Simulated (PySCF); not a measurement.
The electron affinity along the second row

All values are computed (PySCF 2.14, energy differences of UHF-based or UKS calculations, no spin-orbit coupling). Values in eV. The last column holds reference values (measured affinities from photodetachment; the arrow runs from anion to atom). Unmarked ones compare directly (S terms, centres of terms, or small fine structure); those marked * lie between the lowest fine-structure levels and include a spin-orbit shift.

| element | configurations | UHF | LDA | PBE0 | r2SCAN | MP2 (valence) | SCS-MP2 (valence) | reference |
| --- | --- | --- | --- | --- | --- | --- | --- | --- |
| Li (aug-cc-pVQZ with one added diffuse shell each of s, p, d, f, g type, non-relativistic) | [He] 2s2 → [He] 2s1 | -0.123 | 0.593 | 0.496 | 0.448 | 0.367 | 0.465 | 0.618 |
| B (aug-cc-pVQZ with one added diffuse shell each of s, p, d, f, g type, non-relativistic) | [He] 2s2 2p2 → [He] 2s2 2p1 | -0.304 | n/a | 0.508 | 0.640 | 0.228 | 0.078 | 0.280 |
| C (aug-cc-pVQZ with one added diffuse shell each of s, p, d, f, g type, non-relativistic) | [He] 2s2 2p3 → [He] 2s2 2p2 | 0.452 | 1.836 | 1.427 | 1.504 | 1.289 | 0.994 | 1.262 |
| O (aug-cc-pVQZ with one added diffuse shell each of s, p, d, f, g type, non-relativistic) | [He] 2s2 2p5 → [He] 2s2 2p4 | -0.571 | 2.104 | 1.405 | 1.539 | 1.503 | 1.481 | 1.461 |
| F (aug-cc-pVQZ with one added diffuse shell each of s, p, d, f, g type, non-relativistic) | [Ne] → [He] 2s2 2p5 | 1.180 | 4.142 | 3.243 | 3.314 | 3.720 | 3.544 | 3.401 |

```tsv
method	elements	mean error (eV)	mean absolute error (eV)	largest error (eV)
UHF	5	-1.278	1.278	-2.221
LDA	4	0.483	0.496	0.741
PBE0	5	0.012	0.146	0.229
r2SCAN	5	0.085	0.187	0.361
MP2 (valence)	5	0.017	0.138	0.319
SCS-MP2 (valence)	5	-0.092	0.157	-0.268
```

The highest occupied level of the anion is positive for Li⁻ at LDA, PBE0, r2SCAN; B⁻ at PBE0, r2SCAN; C⁻ at LDA, PBE0, r2SCAN; O⁻ at LDA, PBE0, r2SCAN; F⁻ at LDA, r2SCAN, so there the basis helps to hold the electron.

Errors include the incompleteness of the basis and the frozen core.

"Valence" correlates the outer s and p shells and, in groups 3 to 12 and the f block, the outer d or f shell, open or full, or the next shell where the ion has no valence electron left; the wider scheme adds the next inner shell.
